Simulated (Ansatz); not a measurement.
# PH (SMILES [PH]): levels of theory compared

Aim: a comparison of 6 runs (UHF/3-21G, U-wB97X/cc-pVDZ, USVWN5/cc-pVDZ, UCCSDT(Q)/3-21G, UCCSD(T)/3-21G, UCCSD(T)/cc-pVDZ) of PH. 

Program for the calculation: Ansatz 0.2.0.

57 further runs of the same task are left out: 57 set aside as unsound or not needed.

## 1. The system as given

The species is PH (2 atoms), meant as a triplet with charge 0. As SMILES, `[PH]`. The H2–P1 distance was set to 3.498 Å, away from the relaxed value.

## 2. A single-point energy at UHF/3-21G (run 1)

Input file input.yaml:

```yaml
crystal:
  periodic: [false, false, false]
  atoms:
    - {symbol: P, position_ang: [0.000000, 0.000000, -2.098630]}
    - {symbol: H, position_ang: [0.000000, 0.000000, 1.399070]}
basis:
  gaussian: {orbitals: 3-21G.json}
magnetization: {spin_polarized: true, initial_magnetization: 2}
hamiltonian: {xc: hf}
accuracy: high
```

The basis set 3-21G is read from a file made from the Basis Set Exchange's data (not shown).

The run is started by

```
$ ansatz run input.yaml --threads 1 --pin off --max-ram 2610MiB --events-out events.jsonl --progress --plain --runs-dir runs
```

The log of the run:

```text
Warning: RAYON_NUM_THREADS=1 ignored (pool sized by the plan → 1); use --threads N
Functional definition: HF
  name "HF"
  exchange = exact_x
  correlation = 0
266 factors; integrals over basis functions are off by at most 2.2e-9 eV
mean field evaluation 1: about -9233.4296 eV, gradient 6.6e0 eV
mean field evaluation 2: about -9233.4309 eV, gradient 6.6e0 eV
mean field evaluation 4: about -9235.3600 eV, gradient 6.2e0 eV
mean field evaluation 8: about -9235.3600 eV, gradient 6.2e0 eV
mean field evaluation 16: about -9238.1786 eV, gradient 8.3e-9 eV
mean field evaluation 32: about -9229.0003 eV, gradient 7.6e0 eV
mean field evaluation 64: about -9233.8487 eV, gradient 7.2e-6 eV
mean field -9238.17863495 eV, -339.4968029721 hartree, gradient 1.2e-8 eV, S^2 2.990230; 2 other end points of the search recorded, 0 dependent functions left out
reference -9238.17863495 eV, -339.4968029721 hartree; 9, 7 occupied and 6, 8 virtual orbitals, 266 factors
Total energy: -9238.17863495 eV, -339.4968029721 hartree
```

It took 0.12 s on 1 thread of Arm Neoverse V1, shared host.

## 3. The energy at U-wB97X/cc-pVDZ (run 2)

Input file input.yaml:

```yaml
crystal:
  periodic: [false, false, false]
  atoms:
    - symbol: P
      position_ang: [0.000000, 0.000000, -2.098630]
    - symbol: H
      position_ang: [0.000000, 0.000000, 1.399070]
basis:
  gaussian: {orbitals: cc-pVDZ}
hamiltonian: {xc: {name: wB97X}}
accuracy: high
magnetization: {spin_polarized: true, initial_magnetization: 2}
```

The run is started by

```
$ ansatz run input.yaml --threads 1 --pin off --max-ram 2610MiB --events-out events.jsonl --progress --plain --runs-dir runs
```

The log of the run (excerpt; [...] marks lines left out):

```text
Warning: RAYON_NUM_THREADS=1 ignored (pool sized by the plan → 1); use --threads N
Functional definition: wB97X
  name "wB97X"
[...]
      + exact_x_lr(omega)
[...]
      + integral(e_c_pw_opposite_spin*poly(b97_u_opposite, 1, cos1, cos2, cos3, cos4))
383 factors; integrals over basis functions are off by at most 2.9e-9 eV
133 factors; integrals over basis functions are off by at most 9.9e-10 eV
[...]
mean field -9299.51275879 eV, -341.7507904493 hartree, gradient 1.1e-8 eV, S^2 2.987455; 0 other end points of the search recorded, 0 dependent functions left out
reference -9299.51276224 eV, -341.7507905760 hartree; 9, 7 occupied and 14, 16 virtual orbitals, 383 factors
Total energy: -9299.51276224 eV, -341.7507905760 hartree
```

Run time: 5.1 s. Hardware: 1 thread of Arm Neoverse V1, shared host; peak memory 0.22 GiB.

Runs 3 to 4 aren't shown in full; the table further down has their settings and results.

## 4. A single-point energy at UCCSD(T)/3-21G (run 5)

Input file molecule.yaml:

```yaml
crystal:
  periodic: [false, false, false]
  atoms:
    - {symbol: P, position_ang: [0.000000, 0.000000, -2.098630]}
    - {symbol: H, position_ang: [0.000000, 0.000000, 1.399070]}
basis:
  gaussian: {orbitals: 3-21G.json}
total_charge: 0
magnetization: {spin_polarized: true, initial_magnetization: 2}
correlation: {method: ccsd_t, frozen_orbitals: {H: 0, P: 5}}
accuracy: high
scf: {omitted_lower_state_checks: [cluster_reference, increment]}
```

The basis set 3-21G is read from a file made from the Basis Set Exchange's data (not shown).

The run is started by

```
$ ansatz run molecule.yaml --threads 1 --pin off --max-ram 2610MiB --events-out events.jsonl --progress --plain --runs-dir runs
```

The log of the run:

```text
Warning: RAYON_NUM_THREADS=1 ignored (pool sized by the plan → 1); use --threads N
[... 14 lines left out ...]
5 core orbitals not correlated: weight in the atoms' cores, before any rotation towards them, 1.000 or more for the frozen orbitals, at most 0.000 for the correlated occupied ones
[... 33 lines left out ...]
Total energy: -9238.66497367 eV, -339.5146755904 hartree
Checks for a lower state left out: cluster_reference, increment
```

It took 0.36 s on 1 thread of Arm Neoverse V1, shared host.

## 5. The energy at UCCSD(T)/cc-pVDZ (run 6)

Input file molecule.yaml:

```yaml
crystal:
  periodic: [false, false, false]
  atoms:
    - {symbol: P, position_ang: [0.000000, 0.000000, -2.098630]}
    - {symbol: H, position_ang: [0.000000, 0.000000, 1.399070]}
basis:
  gaussian: {orbitals: cc-pVDZ}
correlation: {method: ccsd_t, frozen_orbitals: {H: 0, P: 5}}
accuracy: high
magnetization: {spin_polarized: true, initial_magnetization: 2}
scf: {omitted_lower_state_checks: [cluster_reference, increment]}
```

The run is started by

```
$ ansatz run molecule.yaml --threads 1 --pin off --max-ram 2610MiB --events-out events.jsonl --progress --plain --runs-dir runs
```

The log of the run:

```text
Warning: RAYON_NUM_THREADS=1 ignored (pool sized by the plan → 1); use --threads N
[... 15 lines left out ...]
5 core orbitals not correlated: weight in the atoms' cores, before any rotation towards them, 1.000 or more for the frozen orbitals, at most 0.000 for the correlated occupied ones
[... 37 lines left out ...]
Total energy: -9287.00626461 eV, -341.2911852655 hartree
Checks for a lower state left out: cluster_reference, increment
```

Run time: 0.56 s. Hardware: 1 thread of Arm Neoverse V1, shared host.

## 6. Overview of the runs

```
run             level  frozen core orbitals  energy (Eh)   ⟨S²⟩  wall time
  1         UHF/3-21G                     –  -339.496803  2.990     0.12 s
  2   U-wB97X/cc-pVDZ                     –  -341.750791  2.987      5.1 s
  3    USVWN5/cc-pVDZ                     –  -340.463453  2.924      1.5 s
  4   UCCSDT(Q)/3-21G                     5  -339.515029  2.990      1.5 s
  5    UCCSD(T)/3-21G                     5  -339.514676  2.990     0.36 s
  6  UCCSD(T)/cc-pVDZ                     5  -341.291185  2.989     0.56 s
```

## 7. What came out

| quantity | value |
| --- | --- |
| run 6: total energy | -341.29119 Eh |
| run 6: correlation energy (5 core orbitals frozen) | -82.6 mEh |
| run 6: (T) correction | -1.04 mEh |
| run 6: ⟨S²⟩ of the reference determinant | 2.989 |
| run 6: T1 diagnostic | 0.004 |

**Reading.** Below the UHF energy at the same shape and in the same basis (3-21G): UCCSDT(Q) -18.2 mEh; UCCSD(T) -17.9 mEh. Totals of different functionals can't be ranked against each other. Spin contamination of the reference: run 1 ⟨S²⟩ = 2.99, run 4 ⟨S²⟩ = 2.99, run 5 ⟨S²⟩ = 2.99, run 6 ⟨S²⟩ = 2.99, run 2 ⟨S²⟩ = 2.99, run 3 ⟨S²⟩ = 2.92. Where it is this large, the reference is a mixture of spin states, and values that rest on it are in doubt. All runs together took 9.1 s, the longest 5.1 s.
